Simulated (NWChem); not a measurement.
# Atomisation of H2Si

```
Si
H 1 1.5490
H 1 1.5490 2 90.50
```
Charge 0, spin multiplicity 1.

Program: NWChem. Structure: optimised with PBE/def2-SVP, a minimum by its harmonic frequencies.

Basis set: def2-TZVP. The atomisation energy is electronic alone: no zero-point, thermal, spin-orbit or counterpoise terms. No value is extrapolated to the basis-set limit. Free atoms are single determinants with multiplicities Si 3, H 2. Correlated methods freeze the same cores in atoms and molecule, 5 orbitals in all.

```tsv
method	atomisation energy (kcal/mol)
HF	109.6
BHandHLYP	151.0
B3LYP	153.4
BP86	155.1
PBE	148.0
r2SCAN	148.5
PBE0	147.0
MP2	139.4
CCSD(T)	146.2
```

The values span 45.6 kcal/mol, from HF (lowest) to BP86 (highest). 

The correlated methods keep 5 core orbitals frozen. B3LYP has NWChem's definition, with VWN1-RPA local correlation. The structure started from a generated list of species. No SCF solution was tested for a lower state. Open-shell Hartree-Fock references start from PBE0 orbitals. No row is a measurement; the coupled-cluster row has its own basis-set and correlation limits.
